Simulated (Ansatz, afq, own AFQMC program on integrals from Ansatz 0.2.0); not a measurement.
**PtH2O, singlet: AFQMC among the cluster methods**

```
atom    x (Å)    y (Å)    z (Å)
  Pt   0.0048   0.0000   0.1741
   O  -0.1104   0.0000  -1.8575
   H   0.4099  -0.7773  -2.1046
   H   0.4099   0.7773  -2.1046
```

Connectivity, by distances: Pt–OH2.

Basis def2-TZVP with its core potentials. Only valence electrons are correlated. Ansatz 0.2.0 and our own AFQMC program on the same integrals; the CISD trial comes from CCSD amplitudes, and released means the phaseless constraint is let go. Uncertainties: one standard error, sampling alone. No spin–orbit coupling. The metal's outer-core s and p shells are frozen, which shifts wave-function levels against functionals.

Determinant: RHF, the one that the program's search chose, which needn't be the lowest solution. The geometry is a PBE0/def2-TZVP stationary point of this or a neighbouring charge and spin state.

No full CI on the walks' own integrals is used here; CCSDT(Q) serves as the reference and is uncertain by about the last step of the cluster series.

Cautions: no spin-orbit coupling; outer-core shells of the metal frozen; higher spins were not checked; restricted determinant unstable towards unrestricted (UHF 279 meV lower, ⟨S²⟩ 0.69).

The T1 diagnostic is 0.0195. The weight of the determinant in the CISD state is 0.845 and the size of the correlated space is 18 electrons in 78 orbitals.

Reference: CCSDT(Q), correlation energy -15.029 eV. The released energy is read at 1.80 1/Eh, later times being too noisy (meV from the phaseless value at times in 1/Eh: 4 ± 9 at 0.24, -11 ± 9 at 0.60, 13 ± 12 at 1.20, -1 ± 13 at 1.80, -8 ± 30 at 2.60).

```
         level  E − E(reference) (mEh)  share of correlation (%)
            HF                  552.30                      0.00
           MP2                    6.49                     98.83
          CCSD                   19.22                     96.52
       CCSD(T)                    1.90                     99.66
         CCSDT                    1.20                     99.78
   ph-AFQMC/HF            -7.52 ± 1.26                    101.36
 ph-AFQMC/CISD            -0.56 ± 0.31                    100.10
released AFQMC            -0.59 ± 0.47                    100.11
```

A walk keeps the symmetry of its determinant, which the program's search chose and which needn't be the lowest solution, so a lower state of the same spin and another symmetry isn't excluded. Released energies are given only where the last usable release times agree within the noise; a slower fall can still hide under it.
